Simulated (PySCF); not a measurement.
Compound: BH2(SMe), CH5BS.
Cartesian coordinates in Å at the PBE0-D3(BJ)/def2-SVP level; atoms count from 1:
```
atom  x, y, z in Å
B1     0.586    1.054   -1.043
H2     1.583    0.926   -0.375
H3     0.522    1.786   -1.998
S4    -0.883    0.166   -0.672
C5    -0.503   -0.830    0.800
H6     0.559   -0.737    1.059
H7    -0.743   -1.881    0.590
H8    -1.121   -0.484    1.639
```

The closed-shell ground state was solved at several levels (PySCF, density fitting, gas phase, non-relativistic).

```csv
level,basis functions,total energy (Eh),HOMO (eV),LUMO (eV),gap (eV),dipole (D)
PBE0/pcSseg-1,83,-463.9066,-7.92,-1.07,6.85,1.77
wB97X-D/pcSseg-1,83,-464.1151,-9.75,0.77,10.52,1.74
```

(1) What might CAM-B3LYP/def2-SVPD (107 basis functions) give for the same quantities?

(2) Over all these levels, which gives the widest orbital gap and which the narrowest?

(3) How far do the dipole and the HOMO energy spread over the levels?

Answers

(1) Total energy -463.9583 Eh, HOMO -9.18 eV, LUMO 0.01 eV, gap 9.19 eV, dipole 1.72 D.

(2) wB97X-D/pcSseg-1 (range-separated hybrid) has the widest, 10.52 eV, and PBE0/pcSseg-1 (global hybrid, 25 % exact exchange) the narrowest, 6.85 eV. The two share the basis. From the narrowest to the widest the HOMO moves by -1.83 eV and the LUMO by +1.84 eV.

(3) The dipole runs from 1.72 to 1.77 D (mean 1.74 D) and the HOMO from -9.75 to -7.92 eV.

One conformer stands for the species.

wB97X-D is run here without its empirical dispersion term; that term would change no orbital, density or response property at a fixed geometry.
